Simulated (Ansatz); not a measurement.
**C2H6O (dimethyl ether): from total energies to a heat of formation**

C2H6O: 9 atoms, total charge 0, spin state singlet. SMILES: `COC`. The coordinates come from a PBE0-D4/def2-TZVP relaxation.

Total energies at CAM-B3LYP/cc-pVDZ (Ansatz 0.2.0); the atoms run unrestricted:

```tsv
species	state	energy (Eh)
C2H6O	singlet	-154.949450
C	triplet	-37.829365
O	triplet	-75.044899
H	doublet	-0.497894
```

Harmonic wavenumbers at PBE0-D4/def2-TZVP, in cm⁻¹: 213, 248, 413, 978, 1134, 1163, 1194, 1226, 1271, 1454, 1475, 1484, 1484, 1491, 1510, 2977, 2988, 3028, 3034, 3134, 3136.

Measured heats of formation of the gaseous atoms at 298.15 K, in kJ/mol: C 716.9, O 249.2, H 218.0. Spin-orbit lowering of the atoms at 298 K (mean of the ground term's levels less their thermal mean, from spectra), in kJ/mol: C 0.02, O 0.40. Take 1 Eh = 2625.50 kJ/mol, 1 cm⁻¹ = 0.0119627 kJ/mol, RT = 2.479 kJ/mol.

Task: Work out the heat of formation of the gas at 298 K.

Result: 
1. Electronic atomisation energy: 2 × (-37.829365) + (-75.044899) + 6 × (-0.497894) − (-154.949450) = 1.258457 Eh = 3304.1 kJ/mol.
2. Zero-point energy: half the sum of the wavenumbers, 17517.5 cm⁻¹ = 209.6 kJ/mol.
3. Thermal vibrational enthalpy, Σ hcν̃/(exp(hcν̃/kT) − 1): 3.9 kJ/mol. Translation, rotation and pV of a non-linear molecule: 4 RT = 9.9 kJ/mol.
4. The 9 free atoms carry 5/2 RT each: 55.8 kJ/mol.
5. Spin-orbit coupling lowers the free atoms by 2 × 0.02 + 0.40 = 0.4 kJ/mol.
6. Atomisation enthalpy at 298 K: 3304.1 − 0.4 − 209.6 − 3.9 − 9.9 + 55.8 = 3136.1 kJ/mol.
7. Sum of the atoms' heats of formation: 2991.0 kJ/mol. Heat of formation: 2991.0 − 3136.1 = -145.1 kJ/mol.

The tabulated value is -184.0 kJ/mol (Active Thermochemical Tables), so this level is off by +38.9 kJ/mol, or 1.2 % of the atomisation enthalpy that the table implies (3175.0 kJ/mol). Anharmonicity and any spin-orbit splitting of the molecule are left out.
